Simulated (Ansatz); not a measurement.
Bulk modulus (GPa) of solids drawn from the class of elemental solids other than molecular ones, at two levels: PBEsol (plane waves, PAW; Ansatz, a program for electronic structure), and r²SCAN in Ansatz (plane waves, PAW).

| solid | PBEsol | r²SCAN | shift (%) |
|---|---|---|---|
| fcc Ir | 386 | 377 | -2.3 |
| hcp Ru | 346 | 337 | -2.6 |
| hcp Hf | 113 | 110 | -2.7 |
| double-hcp La | 26.7 | 22.9 | -14.2 |
| hcp Os | 431 | 427 | -0.9 |
| bcc W | 322 | 320 | -0.6 |
| hcp Tl | 36.0 | 31.5 | -12.5 |
| α-phase Ga | 60.6 | 63.4 | +4.6 |
| fcc Ni | 229 | 218 | -4.8 |
| bcc Na | 7.88 | 7.66 | -2.8 |

The shifts run from -14.2 % to +4.6 %, with a median of -2.6 %.

Over all 10 rows r²SCAN is the larger in 1.

Ansatz's runs of these crystals have no spin polarisation, but for fcc Ni.

Density-functional runs with spin start from parallel moments for fcc Ni.

Spin–orbit coupling is left out, also for the solids with elements from indium on (fcc Ir, hcp Hf, double-hcp La, hcp Os, bcc W, hcp Tl); its size isn't shown.

Each level is taken at its own relaxed cell. Ansatz's density-functional and Hartree–Fock values are scalar-relativistic unless marked +SOC, with PAW data made under PBE.
